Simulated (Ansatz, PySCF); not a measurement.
This PySCF input computes a B3LYP/def2-TZVPD energy:

```python
from pyscf import gto, scf, dft

mol = gto.M(
    atom='''
    C     0.89987723   -0.63980222    0.00820165
    C     2.37731719   -0.24900855    0.01729122
    C     0.00782472    0.58561474   -0.00172371
    H     0.66398392   -1.24623472    0.88519130
    H     0.67618002   -1.25155889   -0.86828578
    H     3.01152601   -1.13632650    0.02439659
    Cl   -1.74447778    0.13955873   -0.01255726
    H     2.63841844    0.33933707   -0.86522713
    H     2.62614223    0.34469621    0.89976719
    H     0.15871891    1.20107121    0.88308760
    H     0.17103800    1.19569335   -0.88807143
    ''',
    basis='def2-tzvpd',
    charge=0,
    spin=0,
    verbose=4,
)

mf = dft.RKS(mol, xc='b3lyp').density_fit(auxbasis='def2-universal-jkfit')
mf.grids.level = 3
mf.conv_tol = 1e-9
mf.max_cycle = 100
mf.max_memory = 1500
mf.kernel()
if not mf.converged:
    mf = mf.newton()
    mf.kernel(mf.make_rdm1())
mf.analyze()
```

Task: Write an input for the same energy in Ansatz (a first-principles code) and say what it gives.

Result: 
Ansatz 0.2 input:
```yaml
crystal:
  periodic: [false, false, false]
  atoms:
    - {symbol: C, position_ang: [0.89987723, -0.63980222, 0.00820165]}
    - {symbol: C, position_ang: [2.37731719, -0.24900855, 0.01729122]}
    - {symbol: C, position_ang: [0.00782472, 0.58561474, -0.00172371]}
    - {symbol: H, position_ang: [0.66398392, -1.24623472, 0.88519130]}
    - {symbol: H, position_ang: [0.67618002, -1.25155889, -0.86828578]}
    - {symbol: H, position_ang: [3.01152601, -1.13632650, 0.02439659]}
    - {symbol: Cl, position_ang: [-1.74447778, 0.13955873, -0.01255726]}
    - {symbol: H, position_ang: [2.63841844, 0.33933707, -0.86522713]}
    - {symbol: H, position_ang: [2.62614223, 0.34469621, 0.89976719]}
    - {symbol: H, position_ang: [0.15871891, 1.20107121, 0.88308760]}
    - {symbol: H, position_ang: [0.17103800, 1.19569335, -0.88807143]}
basis:
  gaussian:
    orbitals: def2-TZVPD
hamiltonian:
  xc: {name: B3LYP}
output: {forces: true}
```
It gives -578.81935 Eh, and PySCF -578.81947 Eh, a difference of 0.12 mEh, from the treatment of integrals and grids.
